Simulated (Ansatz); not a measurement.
Antiferromagnetic (type II) rock-salt NiO, relaxed in Ansatz (plane waves) with several semilocal functionals. Each gives its own volume and its own bulk modulus:

| level | V0 (Å³/atom) | bulk modulus (GPa) | ln V0 | ln B0 |
|---|---|---|---|---|
| LDA | 8.372 | 251.5 | 2.1249 | 5.5274 |
| PBEsol-D3(BJ) | 8.664 | 225.5 | 2.1592 | 5.4183 |
| r²SCAN+rVV10 | 8.930 | 223.8 | 2.1894 | 5.4108 |
| r²SCAN | 9.015 | 217.3 | 2.1989 | 5.3813 |
| rVV10 | 9.387 | 191.3 | 2.2393 | 5.2538 |
| BLYP | 9.609 | 174.1 | 2.2627 | 5.1596 |

Question: Fit a straight line to ln B0 against ln V0. What does it predict for PBEsol, whose volume is 8.740 Å³/atom?

Answer: With x = ln V0 and y = ln B0: means 2.19573 and 5.35853; Σ(Δx Δy) = -0.03229, Σ(Δx²) = 0.01278, so the slope is -2.53. At x = 2.1679 the line gives y = 5.35853 + (-2.53) × (2.1679 − 2.19573) = 5.4289, or 227.9 GPa. The run with PBEsol gives 223.0 GPa, -2.2 % from the line. The rows used scatter about it by up to 3.7 %, while the largest value lies 44 % above the smallest.

Measured: 192 ± 7 GPa (measured, room temperature, not corrected to a static lattice, equation of state from high-pressure X-ray diffraction, our sources range from 174 to 209; as tabulated in Gavriliuk et al., The first-order structural transition in NiO at high …).

Spin-polarised runs: LDA (opposed moments), PBEsol-D3(BJ) (opposed moments), PBEsol (opposed moments), r²SCAN+rVV10 (opposed moments), r²SCAN (opposed moments), rVV10 (opposed moments), BLYP (opposed moments).

Ansatz's density-functional and Hartree–Fock values are scalar-relativistic unless marked +SOC, with PAW data made under PBE.

Ansatz is a program for electronic structure.
